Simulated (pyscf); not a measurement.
# Four-centre exchange: `[BH2][OH]` + `[CH4]` → `[BH2][O][CH3]` + `[H][H]`

Gas phase, singlet surface, charge 0. Bonds broken: O2–H5, C6–H7. Bonds formed: O2–C6, H5–H7. Single points on ωB97X-D3(BJ)/def2-SVP structures (PySCF, gas phase).

Transition state (Å):

```xyz
10

B     -1.7131    -1.2303     0.3546
O     -0.6622    -0.5667    -0.1184
H     -1.6275    -2.4100     0.6422
H     -2.7670    -0.6256     0.4964
H      0.6204    -0.2603    -0.3342
C     -0.2818     1.4113    -0.5618
H      1.1433     0.4530    -0.5144
H      0.4444     2.1123    -0.1404
H     -1.2658     1.4792    -0.0925
H     -0.3027     1.3837    -1.6531
```

One imaginary mode, 1682i cm⁻¹; descent along it reached the two sides named.

```json
[
 {"bond": "O2–H5", "change": "breaks", "reactant side (Å)": "0.965", "saddle": "1.336", "product side": "2.524"},
 {"bond": "C6–H7", "change": "breaks", "reactant side (Å)": "1.102", "saddle": "1.718", "product side": "3.7"},
 {"bond": "O2–C6", "change": "forms", "reactant side (Å)": "3.3", "saddle": "2.062", "product side": "1.416"},
 {"bond": "H5–H7", "change": "forms", "reactant side (Å)": "2.258", "saddle": "0.903", "product side": "0.761"}
]
```

Electronic energies relative to the separated reactants (kJ/mol):

```
level                   barrier  reaction energy  reverse barrier
----------------------  -------  ---------------  ---------------
ωB97X-D3(BJ)/def2-TZVP    500.5           +111.0            389.5
PBE/def2-TZVP             434.4           +111.5            322.9
r²SCAN/def2-TZVP          461.7           +112.6            349.0
B3LYP-D3(BJ)/def2-TZVP    467.4           +110.3            357.1
PBE0-D3(BJ)/def2-TZVP     479.6           +114.1            365.4
M06-2X/def2-TZVP          506.6           +106.2            400.4
ωB97M-D3(BJ)/def2-TZVP    491.4           +115.8            375.6
HF/def2-TZVP              601.3           +122.4            478.9
```

With ωB97M-D3(BJ)/def2-TZVP energies and thermal terms (ideal gas, 1 atm, RRHO with modes under 100 cm⁻¹ raised to 100, one conformer, R ln 2 for chiral ones without a mode under 150 cm⁻¹), in kJ/mol:

| T (K) | ΔH‡ | ΔG‡ | ΔH | ΔG |
|---|---|---|---|---|
| 298 | 470.4 | 505.2 | +100.8 | +106.1 |
| 600 | 474.3 | 539.2 | +105.1 | +109.8 |
| 900 | 479.4 | 570.6 | +109.0 | +111.3 |
| 1200 | 484.5 | 600.2 | +112.3 | +111.6 |

The same reactants have a lower exit, to H₃C–BH–OH + H₂ (barrier +188.2 kJ/mol at ωB97M-D3(BJ)/def2-TZVP, against +491.4 kJ/mol here). H₂B–O–CH₃ lies 98.2 kJ/mol over its isomer H₃C–BH–OH (electronic energy, ωB97M-D3(BJ)/def2-TZVP). This is the saddle that the search found; another between the same sides may lie lower.
